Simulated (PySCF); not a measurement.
CH3N, SMILES C=N, point group Cs.

Force field and properties: B3LYP/pcJ-1 (PySCF, grid level 2). Vibrational terms come from second-order perturbation theory with semi-diagonal cubic constants, by steps of ±0.6 along the normal coordinates of each isotopologue. The parent has the commonest isotopes.

Equilibrium geometry (Å):

```csv
atom,x,y,z
C1,-0.3613,0.0700,-0.1253
N2,0.5090,-0.3503,0.6913
H3,-1.4152,-0.0130,0.1438
H4,-0.1504,0.5209,-1.1020
H5,1.4524,-0.2162,0.3235
```

Task: How much do zero-point and thermal motion change the parent's shieldings?

Result: 
| atom | σe (ppm) | anharmonic part, 0 K | harmonic part, 0 K | Δσ at 0 K | Δσ at 100 K | Δσ at 1000 K |
| --- | --- | --- | --- | --- | --- | --- |
| C1 | 10.84 | -1.40 | -3.28 | -4.68 | -4.73 | -6.48 |
| N2 | -138.80 | -3.66 | -11.12 | -14.78 | -14.88 | -21.13 |
| H3 | 23.98 | -0.21 | -0.42 | -0.63 | -0.63 | -0.81 |
| H4 | 23.70 | -0.20 | -0.38 | -0.58 | -0.58 | -0.74 |
| H5 | 20.35 | -0.15 | -0.35 | -0.51 | -0.51 | -0.72 |

Task: And the bond lengths, in the parent and with ²H at 3?

Result: 
| bond | re (Å) | ⟨r⟩ at 0 K | between mean positions | ⟨r⟩, labelled |
| --- | --- | --- | --- | --- |
| C1–N2 | 1.2653 | 1.2705 | 1.2700 | 1.2705 |
| C1–H3 | 1.0908 | 1.1125 | 1.1019 | 1.1067 |
| C1–H4 | 1.0962 | 1.1183 | 1.1078 | 1.1184 |
| N2–H5 | 1.0214 | 1.0420 | 1.0303 | 1.0420 |

Task: What are the dipole moments?

Result: 2.037 D at equilibrium; averaged at 0 K: parent 1.981 D; ²H at 3 1.978 D; ²H at 4 1.993 D; ¹³C at 1, ²H at 3 1.979 D; ²H at 5 1.987 D; ¹⁵N at 2 1.981 D; ²H at 3, ²H at 4, ²H at 5 1.997 D. Measured: 2 D (NIST CCCBDB Release 22 (SRD 101), experimental dipoles).

Task: How do the spin–spin couplings change (quoted for ¹H, ¹³C, ¹⁵N, ¹⁷O and so on whatever the masses)?

Result: ¹J(C1,N2) -3.3 → -2.4, ¹J(C1,H3) 182.7 → 189.5, ¹J(C1,H4) 163.1 → 166.0, ²J(C1,H5) -11.5 → -12.8, ²J(N2,H3) -12.7 → -13.8, ²J(N2,H4) 3.8 → 3.9, ¹J(N2,H5) -46.4 → -43.1, ²J(H3,H4) 19.2 → 22.2, ³J(H3,H5) 28.6 → 32.7, ³J(H4,H5) 19.5 → 22.0 Hz (equilibrium → 0 K average).

The study (163 SCF points, 84 basis functions) took 11 min on 1 thread of Arm Neoverse N1, on a host shared with other jobs (rough), peak memory 0.37 GiB, launched as `OMP_NUM_THREADS=1 python ens_run.py task.json out`.
